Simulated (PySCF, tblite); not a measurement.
# C4H8: bond homolysis, EPR parameters, part 2 of 3

tblite 0.8.0 and PySCF 2.14.0. Atoms count from 0.

### Step 12. Harmonic vibrations (CH₃ radical): PBE0-D3(BJ)/def2-SVP

What the job is given:

```
{"job": {"xc": "PBE0", "basis": "def2-SVP", "d3": "d3bj", "grid": 2, "kind": "hessian"}, "charge": 0, "multiplicity": 2}
C      1.734944     0.205342     0.227223
H      2.031236    -0.840150     0.136958
H      1.246754     0.557135     1.136559
H      1.927075     0.899090    -0.591790
```

What it wrote:

```text
coarse grid: 2952 points
cycle   1  E = -39.7410605316  dE = -1.972e-01  |g| = 9.854e-02  |ddm| = 1.180e+00
cycle   2  E = -39.7441396154  dE = -3.079e-03  |g| = 7.626e-02  |ddm| = 1.638e-01
cycle   3  E = -39.7474247073  dE = -3.285e-03  |g| = 1.060e-02  |ddm| = 7.501e-02
cycle   4  E = -39.7475259325  dE = -1.012e-04  |g| = 1.924e-03  |ddm| = 1.486e-02
cycle   5  E = -39.7475324814  dE = -6.549e-06  |g| = 2.662e-04  |ddm| = 4.974e-03
final grid: 27328 points
cycle   6  E = -39.7539283378  dE = -5.140e-06  |g| = 2.021e-03  |ddm| = 5.181e-03
cycle   7  E = -39.7539287326  dE = -3.949e-07  |g| = 1.867e-03  |ddm| = 3.428e-03
cycle   8  E = -39.7539306725  dE = -1.940e-06  |g| = 3.983e-05  |ddm| = 1.643e-03
cycle   9  E = -39.7539306752  dE = -2.708e-09  |g| = 1.083e-05  |ddm| = 8.787e-05
cycle  10  E = -39.7539306754  dE = -2.136e-10  |g| = 2.001e-06  |ddm| = 2.918e-05
cycle  11  E = -39.7539306754  dE = -3.688e-12  |g| = 3.574e-07  |ddm| = 3.612e-06
converged SCF energy = -39.7539306754

mode    cm-1
  1     471.4
  2    1373.1
  3    1373.1
  4    3121.6
  5    3329.6
  6    3329.7
ZPE 77.748  H(298)-E 88.354  G(298)-E 30.073 kJ/mol  S 195.47 J/(mol K)
```

Run time: 4 s. Hardware: 1 thread of Intel Xeon Platinum 8488C, shared host.

Zero-point energy 77.75 kJ/mol (xTB gave 76.80).

### Step 13. Optimising the geometry with GFN2-xTB

This step treats C3H5 radical, labelled `[CH]1CC1` (the label fixes atoms and charge, not where charge and spin sit).

What the job is given:

```
{"job": {"kind": "relax", "xc": "GFN2-xTB", "basis": "xTB"}, "charge": 0, "multiplicity": 2}
C      0.144600    -0.205600    -0.494800
C     -0.999600    -0.706400     0.346100
C     -1.051300     0.656300    -0.216700
H      0.179800    -0.612300    -1.517900
H     -1.648300    -1.495400    -0.022100
H     -0.814600    -0.804000     1.435400
H     -1.779500     0.849000    -1.041900
H     -0.926400     1.525500     0.458800
```

What it wrote:

```text
step      E/eV     max force
  0    -240.25687    2.717
  1    -240.41406    1.574
  2    -240.46216    0.506
  3    -240.47338    0.542
  4    -240.49036    0.383
  5    -240.50188    0.286
  6    -240.50701    0.229
  7    -240.51514    0.314
  8    -240.52181    0.304
  9    -240.52602    0.153
 10    -240.52741    0.101
 11    -240.52790    0.074
 12    -240.52831    0.069
 13    -240.52874    0.068
 14    -240.52916    0.054
 15    -240.52946    0.047
 16    -240.52964    0.040
 17    -240.52976    0.037
 18    -240.52987    0.031
 19    -240.52997    0.030
 20    -240.53002    0.022
 21    -240.53005    0.012
 22    -240.53006    0.011
 23    -240.53008    0.010
```

Run time: 0.05 s. Hardware: 1 thread of Intel Xeon Platinum 8488C, shared host.

Step by step:

```
step  energy from step 0 (eV)  largest force (eV/Å)
   0                   0.0000                2.7170
   1                  -0.1572                1.5741
   2                  -0.2053                0.5056
   3                  -0.2165                0.5420
   4                  -0.2335                0.3829
   5                  -0.2450                0.2861
   6                  -0.2501                0.2286
   7                  -0.2583                0.3142
   8                  -0.2649                0.3038
   9                  -0.2691                0.1532
  10                  -0.2705                0.1007
  11                  -0.2710                0.0743
  12                  -0.2714                0.0689
  13                  -0.2719                0.0681
  14                  -0.2723                0.0544
  15                  -0.2726                0.0473
  16                  -0.2728                0.0404
  17                  -0.2729                0.0374
  18                  -0.2730                0.0314
  19                  -0.2731                0.0295
  20                  -0.2732                0.0217
  21                  -0.2732                0.0122
  22                  -0.2732                0.0110
  23                  -0.2732                0.0100
```

Distances of close pairs at the start and the end, largest changes first:

| bond | before (Å) | after (Å) | change (Å) |
| --- | --- | --- | --- |
| C0–C1 | 1.506 | 1.461 | -0.045 |
| C1–C2 | 1.475 | 1.518 | +0.043 |
| C0–C2 | 1.500 | 1.461 | -0.039 |
| C0–H3 | 1.102 | 1.069 | -0.033 |
| C2–H6 | 1.117 | 1.085 | -0.032 |
| C1–H5 | 1.109 | 1.082 | -0.027 |
| C2–H7 | 1.108 | 1.082 | -0.026 |
| C1–H4 | 1.086 | 1.085 | -0.000 |

The next job starts from the end point, and lists it.

### Step 14. Harmonic vibrations with GFN2-xTB

What the job is given:

```
{"job": {"kind": "ir", "xc": "GFN2-xTB", "basis": "xTB"}, "charge": 0, "multiplicity": 2}
C      0.018997    -0.233777    -0.560842
C     -1.006443    -0.725921     0.355656
C     -1.081667     0.669957    -0.236133
H      0.376818    -0.609608    -1.495104
H     -1.697785    -1.494651     0.025359
H     -0.777968    -0.797797     1.410827
H     -1.826767     0.902088    -0.990354
H     -0.900537     1.496932     0.437585
```

What it wrote:

```text
mode    cm-1     km/mol
  1     579.5     27.92
  2     777.0      2.15
  3     789.5      2.84
  4     936.6      0.14
  5     978.6      8.93
  6    1033.0     12.14
  7    1035.9      3.14
  8    1064.0      7.53
  9    1072.0      4.70
 10    1119.7      1.26
 11    1352.5      1.52
 12    1425.6      0.45
 13    1470.2      0.99
 14    2998.1     21.27
 15    3006.3     43.06
 16    3046.4     24.07
 17    3050.1     31.71
 18    3155.3     41.93
ZPE 172.802  H(298)-E 184.269  G(298)-E 107.644 kJ/mol  S 257.00 J/(mol K)
```

It took 0.1 s on 1 thread of Intel Xeon Platinum 8488C, shared host.

The strongest bands and the atoms that carry them (share of the mass-weighted mode):

```csv
cm⁻¹,km/mol,atoms
580,27.9,H3 71 %
979,8.9,"H3 43 %, C1 16 %, C2 16 %"
1033,12.1,"H6 23 %, H4 23 %, C0 20 %"
2998,21.3,"H4 46 %, H6 41 %"
3006,43.1,"H6 49 %, H4 44 %"
3046,24.1,"H5 51 %, H7 37 %"
3050,31.7,"H7 54 %, H5 39 %"
3155,41.9,H3 92 %
```

### Step 15. Geometry optimisation at PBE0-D3(BJ)/def2-SVP

This step treats C₃H₅ radical, labelled `[CH]1CC1` (the label fixes atoms and charge, not where charge and spin sit).

Settings changed since step 14:

```diff
@@ -1,2 +1,2 @@
-{"job": {"kind": "ir", "xc": "GFN2-xTB", "basis": "xTB"}, "charge": 0, "multiplicity": 2}
+{"job": {"xc": "PBE0", "basis": "def2-SVP", "d3": "d3bj", "grid": 1, "kind": "geom"}, "charge": 0, "multiplicity": 2}
 C      0.018997    -0.233777    -0.560842
```

What it wrote:

```text
step   0  E = -116.98999513  max force = 0.014045
step   1  E = -116.99091506  max force = 0.002528
step   2  E = -116.99093521  max force = 0.000226
step   3  E = -116.99093648  max force = 0.000173
optimisation converged
```

Wall time 5.6 s (1 thread of Intel Xeon Platinum 8488C, shared host).

Step by step:

```csv
step,energy from step 0 (eV),largest force component (eV/Å)
0,0.0000,0.7222
1,-0.0250,0.1300
2,-0.0256,0.0116
3,-0.0256,0.0089
```

Distances of close pairs at the start and the end, largest changes first:

| bond | before (Å) | after (Å) | change (Å) |
| --- | --- | --- | --- |
| C0–H3 | 1.069 | 1.090 | +0.021 |
| C2–H7 | 1.082 | 1.097 | +0.016 |
| C1–H5 | 1.082 | 1.097 | +0.015 |
| C2–H6 | 1.085 | 1.097 | +0.012 |
| C1–H4 | 1.085 | 1.097 | +0.012 |
| C1–C2 | 1.518 | 1.523 | +0.005 |
| C0–C2 | 1.461 | 1.463 | +0.002 |
| C0–C1 | 1.461 | 1.463 | +0.002 |

The final coordinates are the input of the step that follows.

```csv
at the end point,value
point group (found at 0.08 Å tolerance),Cs
"rotational constants (GHz, main isotopes)","23.708, 20.871, 13.256"
dipole moment (D),0.57
⟨S²⟩,0.754
```

### Step 16. Harmonic vibrations (C₃H₅ radical): PBE0-D3(BJ)/def2-SVP

What the job is given:

```
{"job": {"xc": "PBE0", "basis": "def2-SVP", "d3": "d3bj", "grid": 2, "kind": "hessian"}, "charge": 0, "multiplicity": 2}
C      0.009247    -0.237197    -0.572371
C     -1.004694    -0.726418     0.361648
C     -1.084381     0.673412    -0.233574
H      0.399688    -0.616564    -1.516859
H     -1.719474    -1.488770     0.026682
H     -0.753559    -0.804750     1.427138
H     -1.854743     0.889403    -0.984694
H     -0.885709     1.516715     0.440085
```

What it wrote:

```text
coarse grid: 6360 points
cycle   1  E = -116.9541970976  dE =  2.803e-01  |g| = 1.646e-01  |ddm| = 1.967e+00
cycle   2  E = -116.9579966238  dE = -3.800e-03  |g| = 1.667e-01  |ddm| = 3.338e-01
cycle   3  E = -116.9730321418  dE = -1.504e-02  |g| = 1.666e-02  |ddm| = 1.667e-01
cycle   4  E = -116.9732710146  dE = -2.389e-04  |g| = 6.441e-03  |ddm| = 3.410e-02
cycle   5  E = -116.9733007517  dE = -2.974e-05  |g| = 3.525e-03  |ddm| = 1.012e-02
cycle   6  E = -116.9733093234  dE = -8.572e-06  |g| = 9.623e-04  |ddm| = 5.213e-03
final grid: 60488 points
cycle   7  E = -116.9909231213  dE = -1.262e-05  |g| = 3.716e-03  |ddm| = 1.043e-02
cycle   8  E = -116.9909217220  dE =  1.399e-06  |g| = 4.149e-03  |ddm| = 7.379e-03
cycle   9  E = -116.9909309626  dE = -9.241e-06  |g| = 1.316e-04  |ddm| = 3.838e-03
cycle  10  E = -116.9909309823  dE = -1.970e-08  |g| = 8.792e-05  |ddm| = 2.950e-04
cycle  11  E = -116.9909309887  dE = -6.397e-09  |g| = 4.012e-05  |ddm| = 1.663e-04
cycle  12  E = -116.9909309901  dE = -1.386e-09  |g| = 7.075e-06  |ddm| = 7.504e-05
cycle  13  E = -116.9909309901  dE = -4.530e-11  |g| = 1.596e-06  |ddm| = 1.847e-05
converged SCF energy = -116.9909309901

mode    cm-1
  1     547.8
  2     764.2
  3     764.3
  4     887.7
  5     946.0
  6    1025.7
  7    1060.1
  8    1084.7
  9    1099.5
 10    1151.9
 11    1291.9
 12    1419.7
 13    1473.3
 14    3108.6
 15    3109.4
 16    3188.8
 17    3197.9
 18    3258.0
ZPE 175.727  H(298)-E 187.297  G(298)-E 110.487 kJ/mol  S 257.62 J/(mol K)
```

Wall time 60 s (1 thread of Intel Xeon Platinum 8488C, shared host); peak memory 1.2 GiB.

Zero-point energy 175.73 kJ/mol (xTB gave 172.80).

### Step 17. Single point (C₃H₅ radical): M06-2X/def2-TZVP

Geometry: PBE0-D3(BJ)/def2-SVP.

Settings changed since step 16:

```diff
@@ -1,2 +1,2 @@
-{"job": {"xc": "PBE0", "basis": "def2-SVP", "d3": "d3bj", "grid": 2, "kind": "hessian"}, "charge": 0, "multiplicity": 2}
+{"job": {"kind": "sp", "xc": "M06-2X", "basis": "def2-TZVP", "grid": 3}, "charge": 0, "multiplicity": 2}
 C      0.009247    -0.237197    -0.572371
```

What it wrote:

```text
coarse grid: 27904 points
cycle   1  E = -117.1779527000  dE =  4.466e-01  |g| = 1.499e-01  |ddm| = 1.366e+00
cycle   2  E = -117.1902817041  dE = -1.233e-02  |g| = 9.381e-02  |ddm| = 2.284e-01
cycle   3  E = -117.1949217648  dE = -4.640e-03  |g| = 3.212e-02  |ddm| = 9.486e-02
cycle   4  E = -117.1957429419  dE = -8.212e-04  |g| = 7.268e-03  |ddm| = 4.491e-02
cycle   5  E = -117.1958407925  dE = -9.785e-05  |g| = 3.851e-03  |ddm| = 1.608e-02
cycle   6  E = -117.1958568684  dE = -1.608e-05  |g| = 1.471e-03  |ddm| = 8.683e-03
cycle   7  E = -117.1958589790  dE = -2.111e-06  |g| = 3.755e-04  |ddm| = 2.439e-03
final grid: 91400 points
cycle   8  E = -117.1965236826  dE = -3.677e-06  |g| = 6.833e-04  |ddm| = 8.113e-03
cycle   9  E = -117.1965238048  dE = -1.223e-07  |g| = 5.649e-04  |ddm| = 1.383e-03
cycle  10  E = -117.1965239624  dE = -1.575e-07  |g| = 7.932e-05  |ddm| = 4.469e-04
cycle  11  E = -117.1965239709  dE = -8.492e-09  |g| = 2.599e-05  |ddm| = 2.682e-04
converged SCF energy = -117.1965239709
```

Run time: 9.2 s. Hardware: 1 thread of Intel Xeon Platinum 8488C, shared host.

### Step 18. Optimising the geometry with GFN2-xTB

This step treats C₄H₇ radical, labelled `[CH2]C1CC1` (the label fixes atoms and charge, not where charge and spin sit).

What the job is given:

```
{"job": {"kind": "relax", "xc": "GFN2-xTB", "basis": "xTB"}, "charge": 0, "multiplicity": 2}
C      1.481100     0.129600     0.110700
C      0.117600    -0.190800    -0.512500
C     -0.971500    -0.722700     0.372300
C     -1.071300     0.678600    -0.240500
H      1.341400     0.558300     1.136100
H      1.998700     0.872300    -0.502800
H      0.182700    -0.621100    -1.508300
H     -1.633600    -1.482500    -0.028400
H     -0.794600    -0.809100     1.443000
H     -1.789300     0.840500    -1.025500
H     -0.944700     1.512500     0.446900
```

What it wrote:

```text
step      E/eV     max force
  0    -326.66220    3.278
  1    -326.88647    1.940
  2    -326.99823    0.859
  3    -327.03486    0.632
  4    -327.06396    0.454
  5    -327.07565    0.451
  6    -327.08656    0.351
  7    -327.09264    0.217
  8    -327.09892    0.214
  9    -327.10728    0.322
 10    -327.11883    0.445
 11    -327.13055    0.368
 12    -327.14035    0.283
 13    -327.14894    0.259
 14    -327.15706    0.313
 15    -327.16259    0.256
 16    -327.16554    0.165
 17    -327.16800    0.142
 18    -327.17026    0.130
 19    -327.17360    0.169
 20    -327.17541    0.125
 21    -327.17701    0.093
 22    -327.17812    0.086
 23    -327.17914    0.074
 24    -327.17991    0.075
 25    -327.18073    0.091
 26    -327.18187    0.122
 27    -327.18340    0.118
 28    -327.18487    0.097
 29    -327.18586    0.086
 30    -327.18659    0.082
 31    -327.18742    0.100
 32    -327.18863    0.125
 33    -327.19020    0.096
 34    -327.19092    0.072
 35    -327.19131    0.060
 36    -327.19167    0.045
 37    -327.19193    0.037
 38    -327.19209    0.032
 39    -327.19220    0.032
 40    -327.19231    0.031
 41    -327.19242    0.032
 42    -327.19249    0.021
 43    -327.19251    0.015
 44    -327.19253    0.013
 45    -327.19255    0.011
 46    -327.19257    0.017
 47    -327.19260    0.018
 48    -327.19263    0.013
 49    -327.19265    0.010
```

It took 0.12 s on 1 thread of Intel Xeon Platinum 8488C, shared host.

Along the way: (not every step is listed)

```
step  energy from step 0 (eV)  largest force (eV/Å)
   0                   0.0000                3.2777
   1                  -0.2243                1.9397
   2                  -0.3360                0.8586
   3                  -0.3727                0.6319
   4                  -0.4018                0.4539
   5                  -0.4135                0.4510
   6                  -0.4244                0.3511
   7                  -0.4304                0.2170
   8                  -0.4367                0.2136
  11                  -0.4684                0.3683
  14                  -0.4949                0.3127
  17                  -0.5058                0.1417
  20                  -0.5132                0.1250
  23                  -0.5169                0.0737
  26                  -0.5197                0.1221
  29                  -0.5237                0.0864
  32                  -0.5264                0.1255
  35                  -0.5291                0.0603
  38                  -0.5299                0.0320
  41                  -0.5302                0.0320
  44                  -0.5303                0.0129
  45                  -0.5303                0.0114
  46                  -0.5304                0.0166
  47                  -0.5304                0.0179
  48                  -0.5304                0.0132
  49                  -0.5305                0.0095
```

Distances of close pairs at the start and the end, largest changes first:

```
  bond  before (Å)  after (Å)  change (Å)
 C0–C1       1.533      1.431      -0.102
 C2–C3       1.533      1.485      -0.047
 C0–H4       1.120      1.073      -0.047
 C1–C3       1.498      1.528      +0.030
 C1–C2       1.501      1.527      +0.027
 C0–H5       1.094      1.071      -0.022
 C2–H8       1.089      1.079      -0.010
C3–H10       1.088      1.079      -0.009
```

The final coordinates are the input of the step that follows.

### Step 19. Vibrational analysis with GFN2-xTB

What the job is given:

```
{"job": {"kind": "ir", "xc": "GFN2-xTB", "basis": "xTB"}, "charge": 0, "multiplicity": 2}
C      1.357436     0.353977     0.085109
C      0.124005    -0.066974    -0.505396
C     -0.965925    -0.708643     0.350971
C     -1.179905     0.660680    -0.183500
H      1.377516     0.744573     1.084446
H      2.279151     0.286647    -0.456925
H      0.204283    -0.448122    -1.516219
H     -1.516936    -1.528936    -0.082578
H     -0.759460    -0.819709     1.404108
H     -1.882205     0.800078    -0.990898
H     -1.121444     1.491975     0.501696
```

What it wrote:

```text
mode    cm-1     km/mol
  1     258.9      2.47
  2     336.0      2.21
  3     378.2      0.03
  4     517.3     40.14
  5     799.2      0.18
  6     823.4      3.55
  7     856.0      0.00
  8     864.2      4.07
  9     904.1      0.61
 10    1042.8      4.37
 11    1043.5      1.55
 12    1068.1     12.97
 13    1085.6      0.47
 14    1155.3      0.09
 15    1212.1      1.04
 16    1246.8      1.13
 17    1341.9      1.63
 18    1424.0      0.06
 19    1426.2      0.02
 20    1466.6      0.08
 21    3045.6     28.46
 22    3087.0      9.89
 23    3087.3     27.39
 24    3097.1      8.43
 25    3115.3     55.27
 26    3136.1     27.63
 27    3180.3     43.78
ZPE 245.228  H(298)-E 260.181  G(298)-E 174.176 kJ/mol  S 288.46 J/(mol K)
```

Wall time 0.16 s (1 thread of Intel Xeon Platinum 8488C, shared host).

Which atoms move in the most intense modes:

```
cm⁻¹  km/mol                                atoms
 517    40.1            H4 45 %, C0 30 %, H5 18 %
1068    13.0   C1 20 %, C2 17 %, C3 17 %, H5 12 %
3046    28.5                              H6 91 %
3087     9.9  H9 45 %, H10 18 %, H7 18 %, H8 15 %
3087    27.4                     H7 57 %, H9 31 %
3115    55.3  H10 29 %, H8 28 %, H7 16 %, H9 15 %
3136    27.6                     H4 65 %, H5 30 %
3180    43.8                     H5 63 %, H4 27 %
```

### Step 20. Geometry optimisation at PBE0-D3(BJ)/def2-SVP

This step treats C4H7 radical, labelled `[CH2]C1CC1` (the label fixes atoms and charge, not where charge and spin sit).

Settings changed since step 19:

```diff
@@ -1,2 +1,2 @@
-{"job": {"kind": "ir", "xc": "GFN2-xTB", "basis": "xTB"}, "charge": 0, "multiplicity": 2}
+{"job": {"xc": "PBE0", "basis": "def2-SVP", "d3": "d3bj", "grid": 1, "kind": "geom"}, "charge": 0, "multiplicity": 2}
 C      1.357436     0.353977     0.085109
```

What it wrote:

```text
step   0  E = -156.24642907  max force = 0.017196
step   1  E = -156.24807462  max force = 0.002501
step   2  E = -156.24808864  max force = 0.000099
optimisation converged
```

It took 9.4 s on 1 thread of Intel Xeon Platinum 8488C, shared host.

The steps of the relaxation:

```csv
step,energy from step 0 (eV),largest force component (eV/Å)
0,0.0000,0.8843
1,-0.0448,0.1286
2,-0.0452,0.0051
```

Distances of close pairs at the start and the end, largest changes first:

```
  bond  before (Å)  after (Å)  change (Å)
 C0–C1       1.431      1.456      +0.026
 C0–H4       1.073      1.093      +0.020
 C0–H5       1.071      1.091      +0.019
C3–H10       1.079      1.094      +0.015
 C2–H8       1.079      1.094      +0.015
 C2–H7       1.079      1.093      +0.014
 C3–H9       1.079      1.093      +0.014
 C1–H6       1.083      1.095      +0.011
```

The final coordinates are the input of the step that follows.

| at the end point | value |
| --- | --- |
| point group (found at 0.08 Å tolerance) | Cs |
| rotational constants (GHz, main isotopes) | 16.570, 6.631, 5.929 |
| dipole moment (D) | 0.38 |
| ⟨S²⟩ | 0.756 |

### Step 21. Harmonic vibrations (C4H7 radical, [CH2]C1CC1): PBE0-D3(BJ)/def2-SVP

What the job is given:

```
{"job": {"xc": "PBE0", "basis": "def2-SVP", "d3": "d3bj", "grid": 2, "kind": "hessian"}, "charge": 0, "multiplicity": 2}
C      1.373004     0.351688     0.097753
C      0.114804    -0.072890    -0.500217
C     -0.976211    -0.707307     0.347176
C     -1.180580     0.663004    -0.195643
H      1.393975     0.751827     1.114915
H      2.312303     0.282360    -0.452462
H      0.193556    -0.463995    -1.519423
H     -1.537208    -1.537003    -0.091618
H     -0.770340    -0.817543     1.415494
H     -1.886621     0.803765    -1.018644
H     -1.117716     1.509297     0.494040
```

What it wrote:

```text
coarse grid: 8688 points
cycle   1  E = -156.2000088280  dE =  3.398e-01  |g| = 1.838e-01  |ddm| = 2.330e+00
cycle   2  E = -156.2058546596  dE = -5.846e-03  |g| = 1.795e-01  |ddm| = 4.233e-01
cycle   3  E = -156.2236901315  dE = -1.784e-02  |g| = 2.242e-02  |ddm| = 2.171e-01
cycle   4  E = -156.2239852619  dE = -2.951e-04  |g| = 1.262e-02  |ddm| = 4.380e-02
cycle   5  E = -156.2240855331  dE = -1.003e-04  |g| = 4.080e-03  |ddm| = 1.550e-02
cycle   6  E = -156.2240984221  dE = -1.289e-05  |g| = 9.529e-04  |ddm| = 7.870e-03
cycle   7  E = -156.2240994309  dE = -1.009e-06  |g| = 4.291e-04  |ddm| = 2.185e-03
final grid: 82440 points
cycle   8  E = -156.2481102334  dE = -1.935e-05  |g| = 4.316e-03  |ddm| = 1.707e-02
cycle   9  E = -156.2481072873  dE =  2.946e-06  |g| = 4.989e-03  |ddm| = 9.434e-03
cycle  10  E = -156.2481204893  dE = -1.320e-05  |g| = 3.233e-04  |ddm| = 5.066e-03
cycle  11  E = -156.2481205417  dE = -5.244e-08  |g| = 7.284e-05  |ddm| = 4.097e-04
cycle  12  E = -156.2481205452  dE = -3.420e-09  |g| = 2.257e-05  |ddm| = 1.059e-04
cycle  13  E = -156.2481205456  dE = -4.040e-10  |g| = 1.090e-05  |ddm| = 4.851e-05
cycle  14  E = -156.2481205457  dE = -8.964e-11  |g| = 4.824e-06  |ddm| = 1.823e-05
converged SCF energy = -156.2481205457

mode    cm-1
  1     157.1
  2     334.2
  3     372.9
  4     481.5
  5     777.2
  6     811.5
  7     833.0
  8     867.3
  9     920.3
 10    1031.4
 11    1058.1
 12    1059.6
 13    1112.1
 14    1184.4
 15    1214.2
 16    1230.5
 17    1373.6
 18    1431.7
 19    1463.0
 20    1490.8
 21    3145.7
 22    3151.1
 23    3170.7
 24    3179.5
 25    3242.2
 26    3253.6
 27    3291.9
ZPE 249.057  H(298)-E 264.526  G(298)-E 177.198 kJ/mol  S 292.90 J/(mol K)
```

It took 3 min on 1 thread of Intel Xeon Platinum 8488C, shared host; peak memory 1.5 GiB.

Zero-point energy 249.06 kJ/mol (xTB gave 245.23).

[end of part 2 of 3]
